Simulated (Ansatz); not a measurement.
**NH3 (triplet): from Hartree-Fock to the top rungs at distance H1–H2 along a hydrogen transfer = 0.693 Å, 6-31G**

How much of the correlation energy of NH3 (triplet) does each wave-function method recover here?

Computed with Ansatz 0.2.0, Gaussian basis. Level: 6-31G, core rule «outside noble gas», up to 1 orbitals frozen.

The runs, in order: UHF; CCSD(T) on ROHF; CCSD(T) on UHF; BCCD(T) on ROHF; CISD; CCSDT(Q) on ROHF; CCSDT(Q) on UHF; CISDTQ; CCSDTQ on ROHF; CCSDTQ on UHF; CASSCF and MRCISD+Q, 4 electrons in 4 orbitals; CASSCF and NEVPT2, 4 electrons in 4 orbitals; CASSCF and MRCISD+Q, 8 electrons in 7 orbitals; CASSCF and NEVPT2, 8 electrons in 7 orbitals; Full CI.

6 further runs of the same task are left out: 6 that didn't finish.

## Step 1: What is computed

The geometry derives from fragments relaxed apart (PBE0/def2-TZVP) and kept rigid, so it is no stationary point. A hydrogen atom is moved between rigid fragments.

4 atoms, charge 0, spin multiplicity 3.

Atoms are counted from 1 here; the program's logs count them from 0.

Bond lengths: H1–H2 0.693 Å, N3–H4 1.040 Å.

Geometry (Å):

```
H    -2.0944    0.0594    0.0000
H    -1.4014    0.0594    0.0000
N     0.2166    0.0594    0.0000
H     0.4857   -0.9448    0.0000
```

## Step 2: UHF

in.yaml reads:

```yaml
crystal:
  periodic: [false, false, false]
  atoms:
    - {symbol: H, position_ang: [-2.094390, 0.059434, 0.000000]}
    - {symbol: H, position_ang: [-1.401390, 0.059434, 0.000000]}
    - {symbol: N, position_ang: [0.216610, 0.059434, 0.000000]}
    - {symbol: H, position_ang: [0.485692, -0.944792, 0.000000]}
basis:
  gaussian: {orbitals: 6-31G}
magnetization: {spin_polarized: true, initial_magnetization: 2}
hamiltonian: {xc: hf}
output: {orbitals: {seedname: orbitals}}
```

The run is started by

```
$ ansatz run in.yaml --threads 1 --pin off --events-out ev --progress --plain --max-ram 2393MiB
```

Further steps of the session: CCSD(T) on ROHF; CCSD(T) on UHF; BCCD(T) on ROHF; CISD; CCSDT(Q) on ROHF; CCSDT(Q) on UHF; CISDTQ; CCSDTQ on ROHF; CCSDTQ on UHF; CASSCF and MRCISD+Q, 4 electrons in 4 orbitals; CASSCF and NEVPT2, 4 electrons in 4 orbitals; CASSCF and MRCISD+Q, 8 electrons in 7 orbitals; CASSCF and NEVPT2, 8 electrons in 7 orbitals; Full CI.

Q: Predict the results of all the runs planned. Wanted: FCI below the RHF energy; RMP2 from FCI; UMP2 from FCI; RCCSD from FCI; RCCSD(T) from FCI; UCCSD(T) from FCI; RCCSDT(Q) from FCI; UCCSDT(Q) from FCI; NEVPT2 pair from FCI.

The runs gave:

| quantity | value |
| --- | --- |
| FCI below the RHF energy | -2.7489 eV |
| RMP2 from FCI | +13.71 kcal/mol |
| UMP2 from FCI | +12.89 kcal/mol |
| RCCSD from FCI | +0.63 kcal/mol |
| RCCSD(T) from FCI | +0.18 kcal/mol |
| UCCSD(T) from FCI | +0.16 kcal/mol |
| RCCSDT(Q) from FCI | +0.01 kcal/mol |
| UCCSDT(Q) from FCI | -0.01 kcal/mol |
| NEVPT2 pair from FCI | +11.10 kcal/mol |
| MRCISD+Q pair from FCI | 0.00 kcal/mol |
| NEVPT2 valence from FCI | +8.61 kcal/mol |
| levels within 1 kcal/mol (43 meV) | RCCSD, UCCSD, RCCSD(T), UCCSD(T), BCCD(T), RCCSDT, UCCSDT, CISDTQ, RCCSDT(Q), UCCSDT(Q), RCCSDTQ, UCCSDTQ, MRCISD+Q pair, MRCISD+Q valence |
| T1 diagnostic | 0.020 |
| effectively unpaired electrons | 2.02 |

**Reading.** RCCSD(T) misses by +0.18 kcal/mol, 0.3 % of the correlation energy. One determinant dominates. Of the multireference levels listed MRCISD+Q pair comes nearest in total energy (0.00 kcal/mol), which doesn't show that its space is the better one. These misses are within one basis, not against nature; the frozen cores of restricted and unrestricted runs differ, which can shift their rows.
